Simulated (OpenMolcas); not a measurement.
# SiClF (SMILES F[Si]Cl) at MP2/ANO-S-VTZP, part 2 of 2

OpenMolcas 26.06. The steps go on from the part before.

### 3 The distorted shape

The input, mol.input:

```
* ClFSi MP2
>>> EXPORT MOLCAS_PRINT=2
&gateway
coord
3
angstrom
F        2.555900      -2.407502       1.112544
Si      -0.631340      -0.346450      -0.379740
Cl      -0.012230       1.517330       0.162560
basis=ANO-S-VTZP
group=NoSym
&seward
&scf
prorbitals=0
&mbpt2
frozen=11
```

The run is started by

```bash
$ export MOLCAS_MEM=1860
$ pymolcas mol.input > mol.log
```

Standard output:

```text
--- Start Module: gateway ---

                                              &GATEWAY

                       available to each process: 1.9 GB of memory, 1 thread

++    Symmetry information:
      ---------------------

                    Character Table for C1

                             E
                    a        1  x, y, xy, Rz, z, xz, Ry, yz, Rx, I
--

++    Basis set information:
      ----------------------

      Basis set label: F.ANO-S...4S3P2D.

      Electronic valence basis set:
      ------------------
      Associated Effective Charge   9.000000 au
      Associated Actual Charge      9.000000 au
      Nuclear Model: Point charge

      Shell  nPrim  nBasis  Cartesian Spherical Contaminant
         s      10       4        X
         p       6       3        X
         d       3       2                 X

      Basis set label: SI.ANO-S...5S4P2D.

      Electronic valence basis set:
      ------------------
      Associated Effective Charge  14.000000 au
      Associated Actual Charge     14.000000 au
      Nuclear Model: Point charge

      Shell  nPrim  nBasis  Cartesian Spherical Contaminant
         s      13       5        X
         p      10       4        X
         d       4       2                 X

      Basis set label: CL.ANO-S...5S4P2D.

      Electronic valence basis set:
      ------------------
      Associated Effective Charge  17.000000 au
      Associated Actual Charge     17.000000 au
      Nuclear Model: Point charge

      Shell  nPrim  nBasis  Cartesian Spherical Contaminant
         s      13       5        X
         p      10       4        X
         d       4       2                 X
--

++    Molecular structure info:
      -------------------------

                    ************************************************
                    **** Cartesian Coordinates / bohr, angstrom ****
                    ************************************************

     Center  Label                x              y              z                     x              y              z
        1      F1               4.829951      -4.549519       2.102403              2.555900      -2.407502       1.112544
        2      SI2             -1.193060      -0.654696      -0.717605             -0.631340      -0.346450      -0.379740
        3      CL3             -0.023111       2.867338       0.307194             -0.012230       1.517330       0.162560

                    ***************************************
                    *    InterNuclear Distances / bohr    *
                    ***************************************

               1 F1            2 SI2           3 CL3
    1 F1       0.000000
    2 SI2      7.707059        0.000000
    3 CL3      9.043493        3.850158        0.000000

                    *******************************************
                    *    InterNuclear Distances / angstrom    *
                    *******************************************

               1 F1            2 SI2           3 CL3
    1 F1       0.000000
    2 SI2      4.078400        0.000000
    3 CL3      4.785610        2.037416        0.000000
--

            Nuclear Potential Energy             95.08254332 au

--- Stop Module: gateway /rc=_RC_ALL_IS_WELL_ ---

--- Start Module: seward ---

                                              &SEWARD

                       available to each process: 1.9 GB of memory, 1 thread

               SEWARD will generate:
                  Multipole Moment integrals up to order  2
                  Kinetic Energy integrals
                  Nuclear Attraction integrals (point charge)
                  One-Electron Hamiltonian integrals
                  Velocity integrals
                  Orbital angular momentum around (  0.7026  -0.0547   0.3735 )
                  Velocity quadrupole around (  0.7026  -0.0547   0.3735 )
                  Two-Electron Repulsion integrals

                   Integrals are discarded if absolute value <: 1.00E-14
                   Integral cutoff threshold is set to       <: 1.00E-16

            Nuclear Potential Energy             95.08254332 au

      Basis set specifications :
      Symmetry species         a
      Basis functions           77

--- Stop Module: seward /rc=_RC_ALL_IS_WELL_ ---
--- Module seward spent 1 second ---

--- Start Module: scf ---

                                                &SCF

                       available to each process: 1.9 GB of memory, 1 thread

++    Input section:
      --------------

      Header of the integral files:

      Cartesian coordinates in angstrom:
      -----------------------------------------------------
      No.  Label        X            Y            Z
      -----------------------------------------------------
       1   F1         2.55590000  -2.40750200   1.11254400
       2   SI2       -0.63134000  -0.34645000  -0.37974000
       3   CL3       -0.01223000   1.51733000   0.16256000
      -----------------------------------------------------
      Nuclear repulsion energy =   95.08254332
--

++    Orbital specifications:
      -----------------------

      Symmetry species               1
                                     a
      Frozen orbitals                0
      Occupied orbitals             20
      Secondary orbitals            57
      Deleted orbitals               0
      Total number of orbitals      77
      Number of basis functions     77
--

      Molecular charge                           0.000

++    Optimization specifications:
      ----------------------------

      SCF Algorithm: Conventional
      Minimized density differences are used
      Number of density matrices in core                 5
      Maximum number of NDDO SCF iterations            400
      Maximum number of HF SCF iterations              400
      Threshold for SCF energy change             1.00E-09
      Threshold for density matrix                1.00E-04
      Threshold for Fock matrix                   1.50E-04
      Threshold for linear dependence             1.00E-09
      Threshold at which DIIS is turned on        1.50E-01
      Maximum depth in the DIIS procedure                5
      Maximum depth in the BFGS Hessian update          30
      Threshold at which QNR/C2DIIS is turned on  7.50E-02
      Threshold for Norm(delta) (QNR/C2DIIS)      1.00E-03
      All orbitals punched on: SCFORB
--

      Input vectors read from INPORB
      Orbital file label: *Guess orbitals

++ Convergence information
                                   SCF        iterations: Energy and convergence statistics

Iter     Tot. SCF        One-elec.       Two-elec.     Energy      Max Dij or  Max Fij      DNorm      TNorm      AccCon     Time
         Energy          Energy          Energy        Change      Delta Norm                                                in Sec.
   1  -847.471723536 -1362.713946944   420.159680087   0.00E+00    1.95E-01*   2.14E-01*    8.97E+00   1.37E+02   None         0.
   2  -842.071811929 -1363.634695088   426.480339838   5.40E+00*   1.82E-01*   3.37E-02*    5.62E+00   1.38E+02   EDIIS        0.
   3  -847.735027430 -1362.980307893   420.162737143  -5.66E+00*   8.80E-02*   8.38E-02*    1.53E+00   1.37E+02   EDIIS        0.
   4  -847.750359515 -1364.286378755   421.453475919  -1.53E-02*   2.47E-02*   3.54E-02*    4.63E-01   1.37E+02   c2DIIS       0.
   5  -847.762441129 -1363.491129169   420.646144719  -1.21E-02*   1.61E-02*   6.52E-03*    1.49E-01   1.37E+02   QNRc2DIIS    0.
   6  -847.762820967 -1363.711525455   420.866161167  -3.80E-04*   1.29E-02*   3.96E-03*    4.09E-02   1.37E+02   QNRc2DIIS    0.
   7  -847.762995458 -1363.661493379   420.815954600  -1.74E-04*   5.03E-03*   5.80E-04*    1.06E-02   1.37E+02   QNRc2DIIS    0.
   8  -847.763013132 -1363.632449670   420.786893218  -1.77E-05*   2.43E-03*   2.03E-04*    2.53E-03   1.37E+02   QNRc2DIIS    0.
   9  -847.763016246 -1363.637632024   420.792072457  -3.11E-06*   1.12E-03*   1.41E-04     2.91E-03   1.37E+02   QNRc2DIIS    0.
  10  -847.763016832 -1363.639397128   420.793836976  -5.86E-07*   5.58E-04    4.34E-05     1.07E-03   1.37E+02   QNRc2DIIS    0.
  11  -847.763016934 -1363.639636225   420.794075971  -1.02E-07*   3.82E-05    9.17E-06     3.11E-04   1.37E+02   QNRc2DIIS    0.
  12  -847.763016936 -1363.639719553   420.794159297  -1.82E-09*   1.88E-05    2.07E-06     7.60E-05   1.37E+02   QNRc2DIIS    0.
  13  -847.763016936 -1363.639623599   420.794063342  -2.46E-10    4.91E-06    9.58E-07     5.71E-05   1.37E+02   QNRc2DIIS    0.

       Convergence after  13 Iterations
--

 *****************************************************************************************************************************
 *                                             SCF/KS-DFT Program, Final results                                             *
 *                                                       Final Results                                                       *
 *****************************************************************************************************************************

::    Total SCF energy                               -847.7630169358
      One-electron energy                           -1363.6396235989
      Two-electron energy                             420.7940633425
      Nuclear repulsion energy                         95.0825433207
      Kinetic energy (interpolated)                   847.4050054845
      Virial theorem                                    1.0004224797
      Total spin, S(S+1)                                0.0000000000
      Total spin, S                                     0.0000000000
      Max non-diagonal density matrix element           0.0000045078
      Max non-diagonal Fock matrix element              0.0000004210

      No orbitals printed

++    Molecular charges:
      ------------------

      Mulliken charges per centre
      ---------------------------

                F1      SI2     CL3
      Total    9.9493 12.8362 17.2145

      N-E     -0.9493  1.1638 -0.2145

      Total electronic charge=   40.000000

      Total            charge=   -0.000000
--

++    Static properties:
      ------------------

      LoProp Charges per center

                   F1       SI2      CL3
      Nuclear      9.0000  14.0000  17.0000
      Electronic  -9.9544 -12.9259 -17.1196

      Total       -0.9544   1.0741  -0.1196
--

++    Natural Bond Order analysis
      ---------------------------
      Based on LoProp computed density
      -------------------------------------------------------------------------------------
      Atom A       Atom B       Bond Order
      -------------------------------------------------------------------------------------
      NBO located      1.000 non-bonded electrons on atom F1
      NBO located      0.997 non-bonded electrons on atom F1
      NBO located      1.006 non-bonded electrons on atom F1
      NBO located      0.997 non-bonded electrons on atom SI2
      NBO located      0.999 non-bonded electrons on atom SI2
      NBO located      1.000 non-bonded electrons on atom SI2
      NBO located      1.000 non-bonded electrons on atom SI2
      NBO located      1.000 non-bonded electrons on atom SI2
      NBO located      1.013 non-bonded electrons on atom CL3
      NBO located      0.999 non-bonded electrons on atom CL3
      NBO located      1.001 non-bonded electrons on atom CL3
      NBO located      1.001 non-bonded electrons on atom CL3
      NBO located      1.000 non-bonded electrons on atom CL3
      NBO located      1.000 non-bonded electrons on atom CL3
      NBO located      1.000 non-bonded electrons on atom CL3
      The remaining    5.294 electrons are to be considered as diffuse
--

++    Molecular properties:
      ---------------------

      Charge (e):
                      =   -0.0000
      Dipole Moment (debye):
      Origin of the operator (angstrom)=    0.3718   -0.0289    0.1977
                   X= -1.3630E+01               Y=  9.6395E+00               Z= -6.2898E+00           Total=  1.7840E+01
      Quadrupole Moment (debye*angstrom):
      Origin of the operator (angstrom)=    0.3718   -0.0289    0.1977
                  XX= -4.5736E+01              XY=  2.4599E+01              XZ= -7.0496E+00              YY= -5.2192E+01
                  YZ=  1.0551E+01              ZZ= -3.0245E+01
      In traceless form (debye*angstrom)
                  XX= -4.5172E+00              XY=  3.6899E+01              XZ= -1.0574E+01              YY= -1.4202E+01
                  YZ=  1.5826E+01              ZZ=  1.8719E+01
--

--- Stop Module: scf /rc=_RC_ALL_IS_WELL_ ---
--- Module scf spent 2 seconds ---

--- Start Module: mbpt2 ---

                                               &MBPT2

                       available to each process: 1.9 GB of memory, 1 thread

WARNING!
Default frozen orbitals as non valence orbitals is overwritten by user input.
Default values:   8

      Cartesian coordinates in angstrom:
      -----------------------------------------------------
      No.  Label        X            Y            Z
      -----------------------------------------------------
       1   F1         2.55590000  -2.40750200   1.11254400
       2   SI2       -0.63134000  -0.34645000  -0.37974000
       3   CL3       -0.01223000   1.51733000   0.16256000
      -----------------------------------------------------
      Nuclear repulsion energy =   95.08254332

      Contents of RUNFILE file:
      -------------------------

      Symmetry species                           1
                                                 a
      Number of basis functions                 77
      Frozen occupied orbitals                  11
      Active occupied orbitals                   9
      Active external orbitals                  57
      Deleted external orbitals                  0

      Reference numbers of frozen occupied orbitals according to the original input sequence
      symmetry species 1                        1  2  3  4  5  6  7  8  9 10 11

      Energies of the active occupied orbitals

      symmetry species 1                    -1.233360     -1.221551     -0.774301     -0.603819     -0.602322
                                            -0.566588     -0.328930     -0.328765     -0.319892

      Energies of the active external orbitals

      symmetry species 1                    -0.111681     -0.101730      0.004072      0.042615      0.055568
                                             0.100431      0.103671      0.150965      0.159369      0.176228
                                             0.203311      0.214670      0.242491      0.253436      0.355023
                                             0.432916      0.459158      0.460375      0.515736      0.522707
                                             0.573867      0.575122      0.586952      0.606796      0.626771
                                             0.650833      0.693247      0.701675      0.754452      0.760670
                                             0.782872      0.947640      1.096817      1.202952      1.480812
                                             1.484570      1.537658      1.553511      1.615622      1.652794
                                             1.660576      1.895466      1.896162      1.897973      1.901758
                                             1.924285      2.025725      2.949485      2.967416      3.053859
                                             4.642665      5.583173      6.623114      6.624140      6.635154
                                             6.649249      6.710284

      ********************************************************************************************************
      *                                               Results                                                *
      ********************************************************************************************************

 Conventional algorithm used...

       SCF energy                           =     -847.7630169358 a.u.
       Second-order correlation energy      =       -0.4835295627 a.u.

       Total energy                         =     -848.2465464985 a.u.
       Reference weight ( Cref**2 )         =        0.85423

::    Total MBPT2 energy                             -848.2465464985

       Zeroth-order energy (E0)             =     -426.9689535933 a.u.

       Shanks-type energy S1(E)             =     -848.2471027559 a.u.

       Data processing and timing information:

       Section                                              time(sec)
                                                          CPU  Elapsed

      Input data processing                              0.03      0.03
      Transformation of integrals                        0.12      0.14
      MBPT2 calculations (BJAI)                          0.00      0.00
      Total MBPT2 calculations                           0.15      0.17

--- Stop Module: mbpt2 /rc=_RC_ALL_IS_WELL_ ---

.##################.
.# Happy landing! #.
.##################.

    Timing: Wall=4.72 User=3.82 System=0.89
```

Run time: 5.1 s. Hardware: 1 thread of Arm Neoverse V1, shared host; peak memory 0.44 GiB.

### 4 Results

This closing draws on all 2 parts.

At MP2/ANO-S-VTZP, 11 core orbitals frozen:

| quantity | value |
| --- | --- |
| first shape: total energy | -848.47588 Eh |
| first shape: dipole moment (mean-field density) | 1.30 D |
| first shape: HOMO energy (Hartree–Fock orbitals) | -10.68 eV |
| first shape: LUMO energy (Hartree–Fock orbitals) | 0.35 eV |
| first shape: HOMO–LUMO gap (Hartree–Fock orbitals) | 11.03 eV |
| first shape: correlation energy (11 core orbitals frozen) | -470.3 mEh |
| distorted shape: total energy | -848.24655 Eh |
| distorted shape: dipole moment (mean-field density) | 17.84 D |
| distorted shape: HOMO energy (Hartree–Fock orbitals) | -8.70 eV |
| distorted shape: LUMO energy (Hartree–Fock orbitals) | -3.04 eV |
| distorted shape: HOMO–LUMO gap (Hartree–Fock orbitals) | 5.67 eV |
| distorted shape: correlation energy (11 core orbitals frozen) | -483.5 mEh |
| energy change with the F1–Si2 bond stretched from 1.631 to 4.078 Å | 6.240 eV |

**Reading.** One bond (distorted shape) is far stretched, which a spin-restricted single reference describes badly; perturbation theory on it can break down and give far too much correlation. With the F1–Si2 bond stretched from 1.631 to 4.078 Å the energy rises by 6.24 eV (144 kcal/mol). The first shape isn't relaxed at this level, so the change isn't measured from a minimum. A restricted reference can't describe the breaking bond well at this length. Mulliken charges (distorted shape) of the mean-field density run from -0.95 on F1 to +1.16 on Si2.
